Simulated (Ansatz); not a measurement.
Born–Oppenheimer molecular dynamics of CH₆BN (9 atoms, charge 0, multiplicity 1). It starts at the highest image of a converged band. Of that band: The profile has 2 maxima (images 2, 5) with wells between them (image 3): this band takes more than one step, which may be the mechanism or a detour left from its start path. Neighbouring images differ by up to 3.1 eV, so the band resolves the path poorly. A vibrational analysis at the climbing image gives one clearly imaginary mode, 219i cm⁻¹: a first-order saddle point.

These are results of Ansatz, RKS B3LYP-D4/6-31G*, not measurements.

```yaml
ensemble: NVE (velocity Verlet)
time_step: 0.5 fs
steps_asked: 200
starting_velocities_drawn_for: 100 K
seed: 3959
```

First frame:

```xyz
9
Properties=species:S:1:pos:R:3
B 0.389 0.209 -0.776
N 0.819 0.024 0.927
H 0.347 0.710 1.535
H 0.595 -0.913 1.296
H 1.822 0.165 1.018
C -1.188 -0.028 -0.651
H -1.482 -0.920 -0.065
H -1.631 0.846 -0.133
H -1.682 -0.094 -1.626
```

(1) How far do the bonds stretch over the last three quarters of this one trajectory? (Pairs bonded in most of those frames.)

Answers

(1) 
```tsv
bond	mean (Å)	spread (Å)	shortest	longest
B1–N2	1.768	0.039	1.68	1.81
B1–C6	1.595	0.017	1.56	1.63
N2–H3	1.039	0.012	1.02	1.06
N2–H4	1.028	0.014	1.01	1.05
N2–H5	1.018	0.002	1.01	1.02
C6–H7	1.108	0.015	1.08	1.13
C6–H8	1.109	0.009	1.09	1.12
C6–H9	1.096	0.007	1.08	1.11
```

Mean temperature of the second half: 86 K. The conserved energy stayed within 0.066 meV per atom of its start (net change 0.046 meV per atom), so the integration is sound. A run of 0.1 ps of so small a system gives no equilibrium averages. The orbitals stay closed-shell, which can raise the energy where a bond breaks towards radicals; this wasn't checked here.

Run time: 5.8 min on 1 thread of AMD EPYC 7R43 64-Core Processor (Zen 3), on a shared host, peak memory 0.12 GiB.
